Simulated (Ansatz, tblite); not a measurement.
Removing and adding an electron: Al₃H₂. Charge 0, multiplicity 2. Geometry: B3LYP-D4/def2-TZVP. Ansatz, gas phase; energy differences of separate SCF runs; the oxidised species is a singlet (the triplet lies 0.49 eV higher at PBE0-D4/def2-TZVP); the reduced species is a singlet (the triplet lies 0.58 eV higher at PBE0-D4/def2-TZVPD).

```xyz
5

Al    2.051   -0.154   -0.374
Al   -0.201   -1.193   -0.679
Al    0.225    1.196    0.667
H    -0.643    2.297    1.446
H    -1.432   -2.146   -1.060
```

The xTB rows come from tblite. Correlated methods freeze 15 core orbitals. In CCSD on the charge 0 doublet the largest single amplitude is 0.23, so its Hartree–Fock determinant may place the open shell otherwise than the density functionals do. The structure comes from a short search, and lower isomers may exist.

Estimate orbital energies and vertical ionisation energies and electron affinities at: GFN1-xTB; GFN2-xTB; PBE-D4/def2-TZVP; PBE-D4/def2-TZVPD; r2SCAN-D4/def2-TZVP; r2SCAN-D4/def2-TZVPD; PBE0-D4/def2-TZVP; PBE0-D4/def2-TZVPD; CCSD/def2-TZVPD; CCSD/def2-TZVPP; CCSD(T)/def2-TZVPD; CCSD(T)/def2-TZVPP.


```csv
level,−HOMO (eV),vertical IE (eV),−LUMO (eV),vertical EA (eV),HOMO–LUMO gap (eV),IE − EA (eV),remarks
GFN1-xTB,–,9.62,–,4.52,–,5.10,–
GFN2-xTB,–,9.87,–,3.80,–,6.07,–
PBE-D4/def2-TZVP,4.72,7.12,3.87,–,0.84,–,restricted SCF unstable in HF (+1 singlet)
PBE-D4/def2-TZVPD,4.71,–,3.86,1.76,0.85,–,"HOMO above zero (-1 singlet), restricted SCF unstable in HF (-1 singlet)"
r2SCAN-D4/def2-TZVP,5.04,7.28,3.64,–,1.40,–,restricted SCF unstable in HF (+1 singlet)
r2SCAN-D4/def2-TZVPD,5.02,–,3.62,1.72,1.40,–,"HOMO above zero (-1 singlet), restricted SCF unstable in HF (-1 singlet)"
PBE0-D4/def2-TZVP,5.41,7.08,3.13,–,2.29,–,restricted SCF unstable in HF (+1 singlet)
PBE0-D4/def2-TZVPD,5.40,–,3.11,1.69,2.29,–,restricted SCF unstable in HF (-1 singlet)
CCSD/def2-TZVPD,–,–,–,1.62,–,–,"large T1 (0.021) (-1 singlet), large T1 (0.071) (doublet), restricted SCF unstable (-1 singlet), spin-contaminated (⟨S²⟩ 1.14) (doublet)"
CCSD/def2-TZVPP,–,6.80,–,–,–,–,"large T1 (0.071) (doublet), restricted SCF unstable (+1 singlet), spin-contaminated (⟨S²⟩ 1.14) (doublet)"
CCSD(T)/def2-TZVPD,–,–,–,1.81,–,–,"large T1 (0.021) (-1 singlet), large T1 (0.071) (doublet), restricted SCF unstable (-1 singlet), spin-contaminated (⟨S²⟩ 1.14) (doublet)"
CCSD(T)/def2-TZVPP,–,6.93,–,–,–,–,"large T1 (0.071) (doublet), restricted SCF unstable (+1 singlet), spin-contaminated (⟨S²⟩ 1.14) (doublet)"
```

Run but left out: HF/def2-TZVPP, MP2/def2-TZVPP, HF/def2-TZVPD, MP2/def2-TZVPD (doublet: ⟨S²⟩ 1.14, where a pure state has 0.75).   A HOMO above zero means that the electron is unbound at that level or that self-interaction error raises the level; the energy of removing that electron tells which. HOMO and LUMO are the levels of the spin that leaves or enters (xTB has no such levels and no spin-polarisation term). Other spin states of the ions may lie lower, which would lower the ionisation energy or raise the affinity. Raw xTB energy differences between charge states are shifted by several eV; the methods need an empirical correction for them.
